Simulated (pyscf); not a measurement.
Elementary routes open to Cl–BH–Cl + H₂O in the gas phase (singlet surface):
A. HO–B(Cl)–Cl + H₂ (B–H, H–O broken; B–O, H–H formed)
B. HCl + HO–BH–Cl (B–Cl, H–O broken; Cl–H, B–O formed)

Optimised with ωB97X-D3(BJ)/def2-SVP in PySCF.

Question: Rank the routes by free-energy barrier at 600 K, lowest first, for ωB97M-D3(BJ)/def2-TZVP energies (ideal gas, 1 atm, RRHO with modes under 100 cm⁻¹ raised to 100, one conformer, R ln 2 for chiral ones without a mode under 150 cm⁻¹).

Answer: B (108.9 kJ/mol), A (161.0 kJ/mol)

Route B is the fastest of these, ahead of the next by 52.2 kJ/mol. The most stable products are those of A (ΔG = -109.7 kJ/mol), whose barrier is 52.2 kJ/mol higher: the kinetic and the thermodynamic product differ. At 1200 K B is still the fastest. A: On the reactant side the descent ends in an adduct with a B–O contact, 50.6 kJ/mol under the separated species and 127.5 kJ/mol under the saddle at ωB97X-D3(BJ)/def2-TZVP. B: On the reactant side the descent ends in an adduct with a B–O contact, 50.6 kJ/mol under the separated species and 80.5 kJ/mol under the saddle at ωB97X-D3(BJ)/def2-TZVP. Only these routes are compared; each barrier is that of the saddle found, and lower ones may exist.
